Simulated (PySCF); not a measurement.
Gas-phase reaction: 2 SiF4 + Si2H5 + 3 H → 4 SiH2F2

Computed with PySCF (xtb for GFN2) and rigid-rotor harmonic-oscillator thermochemistry at 1 bar. † marks an energy on the PBE0/def2-TZVP geometry and frequencies; other levels use their own. CCSD(T) freezes the core. 6-31G* has spherical d functions here. Open shells (unrestricted): Si2H5 (multiplicity 2), H (multiplicity 2); the rest are closed-shell singlets. GFN2 has no spin-polarisation term. B3LYP is the form with VWN-RPA correlation. Si2H5: computed as isolated molecules; such fragments, hydroxides, amides, oligomers or adducts are transient or little studied in the gas. CCSD(T) isn't extrapolated to the basis-set limit.

| level | ΔH°(298 K), kJ |
|---|---|
| B3LYP/6-31G* | -750 |
| BLYP/def2-TZVP† | -772 |
| CCSD(T)/def2-TZVPP† | [?] |
| GFN2-xTB | -1206 |
| HF/def2-TZVP† | [?] |

Task: Complete the blanks.

Result: 
- CCSD(T)/def2-TZVPP†, ΔH°(298 K), kJ: -748
- HF/def2-TZVP†, ΔH°(298 K), kJ: -597
